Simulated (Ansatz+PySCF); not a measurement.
A calculation with PySCF 2.14.0.

```python
from pyscf import gto, scf, mp

mol = gto.M(atom="""
O 0.000000 0.413210 0.494090
O 0.000000 -0.413210 -0.494090
H 0.000000 -0.166580 1.306860
H 0.000000 0.166580 -1.306860
""", basis='cc-pvtz', charge=1, spin=1)
mf = scf.UHF(mol)
mf.kernel()
pt = mp.MP2(mf, frozen=2).run()
print(mf.e_tot, pt.e_corr, pt.e_tot)
```

The script is written out from the run's settings.

The run gave:

* Converged: yes
* Reference energy: -150.48451 hartree
* Correlation energy: -0.46614 hartree
* Total energy: -150.95065 hartree
* Spin squared of the determinant: 0.770

Caution: MP2 on this radical cation hangs on the determinant chosen.
